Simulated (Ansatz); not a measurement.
# C2H7P: ionisation energy by level of theory

One table from this session's results is given with a row withheld; the runs are named, their logs left out.

The runs use Ansatz 0.2.0, Gaussian basis; unrestricted cation, the program's frozen cores in correlated methods.

The runs, in order: UKS PBE-D4/def2-TZVPP; UKS r2SCAN-D4/def2-TZVPP; UKS PBE0-D4/def2-TZVPP; UKS B3LYP-D4/def2-TZVPP; UKS wB97X-V/def2-TZVPP; UKS wB97M-V/def2-TZVPP; UKS B2PLYP/def2-TZVPP; UHF-CCSD(T)/def2-TZVPP; UHF-MP2/def2-QZVPP; extrapolation to the limit; then −ε(HOMO) from the neutral's earlier runs with LDA (SPW92), PBE-D4, revPBE-D4, BLYP-D4, r2SCAN-D4, B97M-V, PBE0-D4, B3LYP-D4, r2SCANh-D4, r2SCAN0-D4, HSE06-D4, BHLYP-D4, CAM-B3LYP-D4, LC-ωPBE, ωB97X-V, ωB97M-V.

**The geometry**

An earlier PBE0-D4 in a triple-zeta def2 set relaxation fixed the geometry.

SMILES `CPC`, 10 atoms, charge 0, spin multiplicity 1.

Atoms are counted from 1 here; the program's logs count them from 0.

Bond lengths: C1–P2 1.844 Å, C1–H4 1.092 Å, C1–H5 1.092 Å, C1–H6 1.092 Å, P2–C3 1.844 Å, P2–H7 1.422 Å, C3–H8 1.092 Å, C3–H9 1.092 Å, C3–H10 1.092 Å. Angles: P2–C1–H4 113.1°, P2–C1–H5 109.3°, P2–C1–H6 108.8°, H4–C1–H5 109.1°, H4–C1–H6 108.8°, H5–C1–H6 107.6°, C1–P2–C3 100.2°, C1–P2–H7 97.1°, C3–P2–H7 97.1°, P2–C3–H8 108.8°, P2–C3–H9 109.3°, P2–C3–H10 113.1°, H8–C3–H9 107.6°, H8–C3–H10 108.8°, H9–C3–H10 109.1°.

The first run:

in.yaml

```yaml
crystal:
  periodic: [false, false, false]
  atoms:
    - {symbol: C, position_ang: [-0.939656, 0.562791, -0.911871]}
    - {symbol: P, position_ang: [0.642843, 0.851782, -0.011073]}
    - {symbol: C, position_ang: [0.649685, -0.610389, 1.111989]}
    - {symbol: H, position_ang: [-1.044383, -0.461530, -1.275090]}
    - {symbol: H, position_ang: [-1.004829, 1.249696, -1.757865]}
    - {symbol: H, position_ang: [-1.772500, 0.785693, -0.241162]}
    - {symbol: H, position_ang: [1.509418, 0.315464, -1.002477]}
    - {symbol: H, position_ang: [-0.092613, -0.454283, 1.897984]}
    - {symbol: H, position_ang: [1.626402, -0.692572, 1.592679]}
    - {symbol: H, position_ang: [0.425631, -1.546651, 0.596875]}
basis:
  gaussian: {orbitals: def2-TZVPP}
total_charge: 1
magnetization: {spin_polarized: true, initial_magnetization: 1}
hamiltonian: {xc: pbe, dispersion: d4}
```

On the command line:

```
$ ansatz run in.yaml --threads 4 --pin off --events-out ev --progress --plain --max-ram 10444MiB
```

Steps of the session up to this table: Cation, UKS PBE-D4/def2-TZVPP; Cation, UKS r2SCAN-D4/def2-TZVPP; Cation, UKS PBE0-D4/def2-TZVPP; Cation, UKS B3LYP-D4/def2-TZVPP; Cation, UKS wB97X-V/def2-TZVPP; Cation, UKS wB97M-V/def2-TZVPP; Cation, UKS B2PLYP (frozen core)/def2-TZVPP; Cation, UHF-CCSD(T)/def2-TZVPP; Cation, UHF-MP2/def2-QZVPP.

One table of the session follows, with a row left open; its other results are not shown here.

Orbital estimates, from the neutral's runs:

```
  functional  −ε(HOMO) (eV)
 LDA (SPW92)           5.58
      PBE-D4           5.51
   revPBE-D4           5.47
     BLYP-D4           5.40
   r2SCAN-D4           5.72
      B97M-V           5.82
     PBE0-D4           6.65
    B3LYP-D4           6.47
  r2SCANh-D4           6.14
  r2SCAN0-D4           6.79
    HSE06-D4           6.25
    BHLYP-D4              ?
CAM-B3LYP-D4           7.99
     LC-ωPBE           9.32
     ωB97X-V           8.98
     ωB97M-V           8.85
```

**Question.** Estimate the row for BHLYP-D4.

Worked estimate for «−ε(HOMO) (eV)». Against the share of exact exchange, BLYP-D4 (0, 5.40), B3LYP-D4 (0.2, 6.47) give a slope of 5.35 per unit share; at 0.5 the line stands at 8.07.

As computed: −ε(HOMO) (eV): 7.71. In «−ε(HOMO) (eV)» the line misses by +0.36.

To keep in mind: The cation may have settled in a state other than its lowest; no search over hole states beyond the program's own was made.
